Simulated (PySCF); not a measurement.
## Working out the ionisation energy of Si

Si [Ne] 3s2 3p2 (3P) → Si⁺ [Ne] 3s2 3p1 (2P). Computed with PySCF 2.14 in aug-cc-pVDZ-DK, with the spin-free X2C one-electron Hamiltonian (Gaussian nucleus). Frozen: [Ne]. Energies in hartree (1 hartree = 27.21139 eV):

```csv
part,Si (lower),Si⁺ (upper)
UHF,-289.452928,-289.172159
CCSD correlation,-0.065980,-0.053443
(T),-0.001281,-0.000678
```

Q: What does Hartree-Fock give?

A: (-289.172159) − (-289.452928) = 0.280769 hartree = 7.640 eV.

Q: What do CCSD and CCSD(T) give?

A: The CCSD correlation energies differ by 0.012537 hartree = 0.341 eV and the triples by 0.000603 hartree = 0.016 eV, so CCSD gives 7.981 eV and CCSD(T) 7.997 eV.

Measured between the centres of the two terms (NIST): 8.157 eV, so CCSD(T) (valence) is off by -0.160 eV.

A double-zeta basis recovers only part of the correlation energy.

What remains against the reference includes basis incompleteness, the frozen core and higher excitations.
